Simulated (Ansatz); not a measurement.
# CHB (triplet): from Hartree-Fock to the top rungs at distance B1–C2 = 1.729 Å, 6-31G

How much of the correlation energy of CHB (triplet) does each wave-function method recover here?

Program: Ansatz 0.2.0, Gaussian basis. Level of theory: 6-31G, core rule «outside noble gas», up to 2 orbitals frozen. These are calculated values, not measurements.

To be run: UHF; CCSD(T) on ROHF; CCSD(T) on UHF; BCCD(T) on ROHF; CISD; CCSDT(Q) on ROHF; CCSDT(Q) on UHF; CISDTQ; CCSDTQ on ROHF; CCSDTQ on UHF; CASSCF and MRCISD+Q, 4 electrons in 4 orbitals; CASSCF and NEVPT2, 4 electrons in 4 orbitals; CASSCF and MRCISD+Q, 8 electrons in 9 orbitals; CASSCF and NEVPT2, 8 electrons in 9 orbitals; Full CI.

18 further runs of the same task are left out: 15 that didn't finish, 3 set aside as unsound or not needed.

### 1 The system

The geometry derives from a PBE0/def2-TZVP stationary point (not a proven minimum). One bond is set to the value named and the two fragments are kept rigid.

3 atoms, charge 0, spin multiplicity 3.

Atoms are counted from 1 here; the program's logs count them from 0.

Bond lengths: B1–C2 1.729 Å, B1–H3 1.179 Å. Angles: C2–B1–H3 180.0°.

Geometry (Å):

```xyz
3

B     0.00000    0.00000    0.18343
C     0.00000    0.00000   -1.54557
H     0.00000    0.00000    1.36214
```

### 2 UHF

in.yaml

```yaml
crystal:
  periodic: [false, false, false]
  atoms:
    - {symbol: B, position_ang: [0.000000, 0.000000, 0.183429]}
    - {symbol: C, position_ang: [0.000000, 0.000000, -1.545571]}
    - {symbol: H, position_ang: [0.000000, 0.000000, 1.362141]}
basis:
  gaussian: {orbitals: 6-31G}
magnetization: {spin_polarized: true, initial_magnetization: 2}
hamiltonian: {xc: hf}
output: {orbitals: {seedname: orbitals}}
```

The run is started by

```console
> ansatz run in.yaml --threads 1 --pin off --events-out ev --progress --plain --max-ram 2393MiB
```

After this run come: CCSD(T) on ROHF; CCSD(T) on UHF; BCCD(T) on ROHF; CISD; CCSDT(Q) on ROHF; CCSDT(Q) on UHF; CISDTQ; CCSDTQ on ROHF; CCSDTQ on UHF; CASSCF and MRCISD+Q, 4 electrons in 4 orbitals; CASSCF and NEVPT2, 4 electrons in 4 orbitals; CASSCF and MRCISD+Q, 8 electrons in 9 orbitals; CASSCF and NEVPT2, 8 electrons in 9 orbitals; Full CI.

Before running them: what should the planned runs give, taken together? Wanted: FCI below the RHF energy; RMP2 from FCI; UMP2 from FCI; RCCSD from FCI; RCCSD(T) from FCI; UCCSD(T) from FCI; RCCSDT(Q) from FCI; UCCSDT(Q) from FCI; NEVPT2 pair from FCI.

**Answer**, as computed:

| quantity | value |
| --- | --- |
| FCI below the RHF energy | -3.8470 eV |
| RMP2 from FCI | +87.4 kJ/mol |
| UMP2 from FCI | +85.4 kJ/mol |
| RCCSD from FCI | +19.8 kJ/mol |
| RCCSD(T) from FCI | +5.7 kJ/mol |
| UCCSD(T) from FCI | +5.7 kJ/mol |
| RCCSDT(Q) from FCI | +0.4 kJ/mol |
| UCCSDT(Q) from FCI | +0.3 kJ/mol |
| NEVPT2 pair from FCI | +93.9 kJ/mol |
| MRCISD+Q pair from FCI | +2.8 kJ/mol |
| NEVPT2 valence from FCI | +28.0 kJ/mol |
| levels within 1 kcal/mol (43 meV) | RCCSDT, UCCSDT, CISDTQ, RCCSDT(Q), UCCSDT(Q), RCCSDTQ, UCCSDTQ, MRCISD+Q pair, MRCISD valence, MRCISD+Q valence |
| T1 diagnostic | 0.037 |
| effectively unpaired electrons | 2.07 |

In words: RCCSD(T) lands +5.7 kJ/mol from the yardstick (1.5 % of the correlation energy). One determinant dominates. Of the multireference levels listed MRCISD+Q valence comes nearest in total energy (+0.4 kJ/mol), which doesn't show that its space is the better one. These misses are within one basis, not against nature; the frozen cores of restricted and unrestricted runs differ, which can shift their rows.
